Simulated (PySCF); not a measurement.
One molecule, a ladder of functionals, a line

Molecule: SMILES C#C, C2H2.

Structure with atom numbers: `[CH:1]#[CH:2]` (H(Xn): hydrogen on atom n).

GIAO shieldings (ppm, equivalent atoms averaged) in PySCF 2.14.0 with density-fitted response routines on the PBE0-D3(BJ)/def2-SVP geometry, basis pcSseg-2, gas phase, non-relativistic:

| functional | exact exchange (%) | σ(C1/C2) |
| --- | --- | --- |
| BLYP | 0 | 104.2 |
| BP86 | 0 | 106.0 |
| PBE | 0 | 105.8 |
| PBE0 | 25 | 107.5 |
| mPW1PW91 | 25 | 107.3 |
| BHandHLYP | 50 | 107.9 |
| HF | 100 | 114.5 |

(1) Fit each shielding as a line in the percentage of exact exchange.

(2) What does the line predict for B3LYP (20 %), and what does the run give?

Results:

(1) σ(C1/C2) = 105.1 + 0.09 x (rms 0.8 ppm). The functionals also differ in their semilocal parts, which the line can't hold; Hartree–Fock has no correlation at all.

(2) σ(C1/C2): 106.9 predicted, 105.3 computed ppm.
